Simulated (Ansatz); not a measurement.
We consider Cu2CdSnS4 (I-42m, No. 121; cell taken from a computed entry), described by r²SCAN+SOC in Ansatz (PAW).

Numerical settings: plane-wave cutoff 560 eV, 14×14×14 k mesh, Fermi–Dirac smearing 0.05 eV, PAW data made under PBE.

Cell (relaxed with PBEsol):

```xyz
8
Lattice="-2.7643 2.7643 5.4159 2.7643 -2.7643 5.4159 2.7643 2.7643 -5.4159" Properties=species:S:1:pos:R:3 pbc="T T T"
Cd     0.0000     0.0000     0.0000
Cu     0.0000     2.7643     2.7079
Cu     2.7643     0.0000     2.7079
Sn     0.0000     0.0000     5.4159
S      1.3478    -1.3478     6.9491
S      1.4165     1.4165    -1.5332
S     -1.3478     1.3478     6.9491
S      1.3478     1.3478     3.8827
```

Q: What does this level give for the band gap?

A: 
- band gap = 0.25 eV (on the SCF k mesh)

Note: cell and atoms aren't relaxed at this level (largest force component 0.20 eV/Å, pressure 1.6 GPa).

The computed numbers hold no vibrational or temperature effects.

Ansatz is an electronic-structure program.
